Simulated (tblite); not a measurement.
Species: BH₅OSi.
Bonds: B1–Si2, Si2–O3. Hydrogens: H4, H5 on B1; H6, H7 on Si2; H8 on O3.

Computed with GFN2-xTB (tblite), gas phase: L-BFGS steps from a force-field or distance-geometry start until the largest atomic force falls under 0.01 eV/Å.

Step 16: E = -261.0229 eV
```
atom  x, y, z in Å  |  force x, y, z in eV/Å
B1      1.3564   -0.3449    0.0729   -0.030   0.013   0.008
Si2    -0.3948    0.5467    0.1064   -0.019  -0.078  -0.158
O3     -1.5195   -0.3221   -0.7270    0.042   0.039   0.067
H4      1.5001   -1.4419    0.4549   -0.020  -0.049  -0.001
H5      2.3164    0.1750   -0.3441    0.012   0.051   0.019
H6     -0.5461    1.8150   -0.6079    0.008   0.025  -0.023
H7     -0.9232    0.7747    1.4637    0.007   0.018   0.099
H8     -1.7803   -1.1930   -0.4433    0.001  -0.018  -0.012
```

Step 17: E = -261.0241 eV
```
atom  x, y, z in Å  |  force x, y, z in eV/Å
B1      1.3548   -0.3468    0.0729   -0.029   0.026   0.016
Si2    -0.3952    0.5466    0.1070    0.000  -0.088  -0.167
O3     -1.5189   -0.3223   -0.7262    0.015   0.041   0.071
H4      1.4958   -1.4457    0.4526   -0.006  -0.025  -0.018
H5      2.3135    0.1830   -0.3359    0.012   0.018   0.027
H6     -0.5506    1.8104   -0.6146    0.011   0.027  -0.010
H7     -0.9079    0.7792    1.4701   -0.014   0.016   0.082
H8     -1.7825   -1.1949   -0.4504    0.010  -0.016  -0.002
```

Step 18: E = -261.0249 eV
```
atom  x, y, z in Å  |  force x, y, z in eV/Å
B1      1.3529   -0.3478    0.0731   -0.011   0.022   0.017
Si2    -0.3955    0.5454    0.1052    0.014  -0.051  -0.099
O3     -1.5188   -0.3225   -0.7251   -0.032   0.022   0.050
H4      1.4920   -1.4486    0.4507    0.005  -0.001  -0.032
H5      2.3108    0.1897   -0.3292    0.011  -0.008   0.036
H6     -0.5527    1.8074   -0.6197    0.011   0.024  -0.001
H7     -0.8960    0.7825    1.4758   -0.013   0.008   0.025
H8     -1.7836   -1.1966   -0.4553    0.015  -0.017   0.005
```

Step 19: E = -261.0253 eV
```
atom  x, y, z in Å  |  force x, y, z in eV/Å
B1      1.3519   -0.3478    0.0733    0.005   0.010   0.013
Si2    -0.3953    0.5442    0.1027    0.011  -0.008  -0.030
O3     -1.5194   -0.3225   -0.7239   -0.063   0.004   0.026
H4      1.4905   -1.4495    0.4496    0.009   0.008  -0.035
H5      2.3097    0.1921   -0.3263    0.014  -0.013   0.039
H6     -0.5526    1.8072   -0.6213    0.009   0.016   0.001
H7     -0.8922    0.7834    1.4779   -0.001   0.001  -0.021
H8     -1.7835   -1.1976   -0.4565    0.016  -0.018   0.007
```

Question: Estimate the geometry and energy of step 20. (The exact step hangs on the optimiser's Hessian estimate; all steps are aligned on step 19, rigid shifts and turns removed.)

Answer: E = -261.0256 eV, largest force 0.077 eV/Å
```
atom  x, y, z in Å  |  force x, y, z in eV/Å
B1      1.3515   -0.3476    0.0736    0.014   0.000   0.005
Si2    -0.3949    0.5434    0.1004   -0.001   0.025   0.021
O3     -1.5211   -0.3224   -0.7224   -0.076  -0.006   0.009
H4      1.4900   -1.4497    0.4484    0.009   0.007  -0.032
H5      2.3095    0.1929   -0.3242    0.018  -0.011   0.040
H6     -0.5520    1.8078   -0.6219    0.009   0.007   0.001
H7     -0.8909    0.7836    1.4783    0.012  -0.003  -0.052
H8     -1.7831   -1.1985   -0.4567    0.015  -0.019   0.008
```

The energy changes by -0.0003 eV. The first-order estimate −F·Δx gives -0.0004 eV and the mean of the old and new forces, exact on a quadratic surface, -0.0003 eV. The step makes an angle of 42° with the force vector and moves no atom by more than 0.002 Å.

What follows is the cost of the whole relaxation. On an Arm Neoverse N1 with one thread, no GPU (shared host), this took 0.31 s.
